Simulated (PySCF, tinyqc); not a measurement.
Inside a calculation. Method: LCCD on RHF in the sto-3g basis, for CH2, spin multiplicity 1. The lowest restricted solution is unstable here: a spin-polarised one lies 0.0323 hartree lower (PySCF). One step of it, computed by the program tinyqc.

Problem. Iteration 1: diagonalisation and new density. Diagonalise F' = X^T F X, C = X C', fill 4 alpha and 4 beta electrons from the bottom; D = 2 C_occ C_occ^T. Each column has its largest component positive (the first on a tie).

Fock matrix F (hartree), order 1C 1s, 1C 2s, 1C 2px, 1C 2py, 1C 2pz, 2H 1s, 3H 1s:
```
[[-10.803443, -2.927933, 0.000000, 0.000000, -0.029662, -0.785431, -0.785431],
 [-2.927933, -1.362231, 0.000000, 0.000000, -0.142204, -0.727110, -0.727110],
 [0.000000, 0.000000, 0.321551, 0.000000, 0.000000, 0.000000, 0.000000],
 [0.000000, 0.000000, 0.000000, -0.247991, 0.000000, -0.356051, 0.356051],
 [-0.029662, -0.142204, 0.000000, 0.000000, -0.233729, -0.286632, -0.286632],
 [-0.785431, -0.727110, 0.000000, -0.356051, -0.286632, -0.496557, -0.288210],
 [-0.785431, -0.727110, 0.000000, 0.356051, -0.286632, -0.288210, -0.496557]]
```

X, order 1C 1s, 1C 2s, 1C 2px, 1C 2py, 1C 2pz, 2H 1s, 3H 1s:
```
[[-0.280811, 0.000000, 0.785736, 0.000000, -0.600052, 0.000000, 0.158436],
 [1.312561, 0.000000, -0.348823, 0.000000, -0.305070, 0.000000, 0.421169],
 [0.000000, 0.000000, 0.000000, 1.000000, 0.000000, 0.000000, 0.000000],
 [0.000000, 1.078064, 0.000000, 0.000000, 0.000000, 0.632714, 0.000000],
 [0.677582, 0.000000, 0.611069, 0.000000, 0.654070, 0.000000, 0.211399],
 [-0.898329, -0.902498, -0.147188, 0.000000, 0.117587, 0.377899, 0.362651],
 [-0.898329, 0.902498, -0.147188, 0.000000, 0.117587, -0.377899, 0.362651]]
```

Give: F' = X^T F X; orbital energies; coefficients C; D after iteration 1.

Solution.

F' = X^T F X (hartree):
```
[[0.6787, 0.0000, 0.5465, 0.0000, -0.3594, 0.0000, 0.0709],
 [0.0000, 0.7581, 0.0000, 0.0000, 0.0000, 0.0895, 0.0000],
 [0.5465, 0.0000, -5.0026, 0.0000, 4.7505, 0.0000, -2.1783],
 [0.0000, 0.0000, 0.0000, 0.3216, 0.0000, 0.0000, 0.0000],
 [-0.3594, 0.0000, 4.7505, 0.0000, -4.8925, 0.0000, 2.2062],
 [0.0000, 0.0895, 0.0000, 0.0000, 0.0000, -0.4993, 0.0000],
 [0.0709, 0.0000, -2.1783, 0.0000, 2.2062, 0.0000, -1.8604]]
```

orbital energies (hartree): [-10.8107, -0.7999, -0.5056, -0.2096, 0.3216, 0.7435, 0.7644]

coefficients C, order 1C 1s, 1C 2s, 1C 2px, 1C 2py, 1C 2pz, 2H 1s, 3H 1s:
```
[[0.9922, -0.2032, 0.0000, 0.1368, 0.0000, -0.1919, 0.0000],
 [0.0346, 0.5753, 0.0000, -0.5818, 0.0000, 1.2018, 0.0000],
 [0.0000, 0.0000, 0.0000, 0.0000, 1.0000, 0.0000, 0.0000],
 [0.0000, 0.0000, 0.5550, 0.0000, 0.0000, 0.0000, 1.1201],
 [0.0079, 0.2030, 0.0000, 0.8192, 0.0000, 0.7699, 0.0000],
 [-0.0090, 0.3115, 0.4407, 0.1292, 0.0000, -0.9275, -0.8736],
 [-0.0090, 0.3115, -0.4407, 0.1292, 0.0000, -0.9275, 0.8736]]
```

D after iteration 1, order 1C 1s, 1C 2s, 1C 2px, 1C 2py, 1C 2pz, 2H 1s, 3H 1s:
```
[[2.0891, -0.3244, 0.0000, 0.0000, 0.1573, -0.1090, -0.1090],
 [-0.3244, 1.3412, 0.0000, 0.0000, -0.7191, 0.2074, 0.2074],
 [0.0000, 0.0000, 0.0000, 0.0000, 0.0000, 0.0000, 0.0000],
 [0.0000, 0.0000, 0.0000, 0.6160, 0.0000, 0.4892, -0.4892],
 [0.1573, -0.7191, 0.0000, 0.0000, 1.4245, 0.3380, 0.3380],
 [-0.1090, 0.2074, 0.0000, 0.4892, 0.3380, 0.6161, -0.1608],
 [-0.1090, 0.2074, 0.0000, -0.4892, 0.3380, -0.1608, 0.6161]]
```
